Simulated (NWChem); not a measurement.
Basis-set dependence for N (+1)

```xyz
1

N      0.0000     0.0000     0.0000
```
Charge +1, spin multiplicity 3.

The numbers come from NWChem runs, not from measurements.

Hartree-Fock energies in Ha, correlation energies in mHa.

The correlated methods keep 1 core orbital frozen. The stability of the SCF solutions was not checked. Open-shell Hartree-Fock references start from PBE0 orbitals. Coupled-cluster values serve here as a point of comparison, not as the truth.

| basis | functions | UHF | UMP2 | SCS-UMP2 | CCSD on ROHF | CCSD[T] on ROHF | CCSD(T) on ROHF | CCSD on UHF | CCSD[T] on UHF | CCSD(T) on UHF | CCSDT on ROHF |
|---|---|---|---|---|---|---|---|---|---|---|---|
| 3-21G | 9 | -53.59127 | -25.4 | -26.4 | -39.9 | -40.1 | -40.1 | -38.5 | -38.8 | -38.8 | -40.2 |
| def2-SVP | 14 | -53.82066 | -54.3 | -57.5 | -80.8 | -81.7 | -81.7 | -75.6 | -76.4 | -76.4 | -81.9 |
| def2-TZVP | 31 | -53.89200 | -70.4 | -73.6 | -97.2 | -98.9 | -98.9 | -91.6 | -93.2 | -93.2 | -99.2 |
| def2-QZVP | 57 | -53.89377 | -77.1 | -80.5 | -102.5 | -104.5 | -104.5 | -96.9 | -98.8 | -98.7 | not run |

From def2-TZVP to def2-QZVP the Hartree-Fock energy moves by -1.8 mHa and the UMP2 correlation energy by -6.7 mHa, which is 9 % of its value in the larger set.
